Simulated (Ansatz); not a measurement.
System: rutile MnO2. Method: PBEsol-D3(BJ) (Ansatz, a first-principles code, PAW).

Run with plane-wave cutoff 520 eV, 8×8×12 k mesh (along the axes of the cell as run), Fermi–Dirac smearing 0.01 eV, spin-polarised with opposed moments, scalar-relativistic PAW data made under PBE.

Energies at three volumes about the minimum:

```json
[
 {"V (Å³/atom)": "8.746", "E − E_lowest (meV/atom)": "2.96"},
 {"V (Å³/atom)": "8.924", "E − E_lowest (meV/atom)": "0.00"},
 {"V (Å³/atom)": "9.103", "E − E_lowest (meV/atom)": "2.75"}
]
```

Problem. Fit a parabola by hand: where is the minimum, and what is the bulk modulus?

Solution. Slopes: (0.00 − 2.96)/(8.924 − 8.746) = -16.629 and (2.75 − 0.00)/(9.103 − 8.924) = 15.363 meV/Å³. Curvature E″ = 2 × (15.363 − (-16.629))/(9.103 − 8.746) = 179.227 meV/Å⁶. From the middle of the first interval, the slope vanishes at V0 = 8.8350 − (-16.629)/179.227 = 8.928 Å³/atom. B = V0 E″ = 8.928 × 179.227 meV/Å³ × 0.1602 GPa per meV/Å³ = 256 GPa. The full Birch–Murnaghan fit to all volumes gives V0 = 8.924 Å³/atom and B0 = 256 GPa.

Shape and atoms are relaxed at each volume.

Note: the gap of the solid is closed in this run; the collinear magnetic order is the start's and need not be the measured one; this level leaves the solid without a gap, although one is measured; the bulk modulus comes from volumes at which shape and atoms were relaxed.
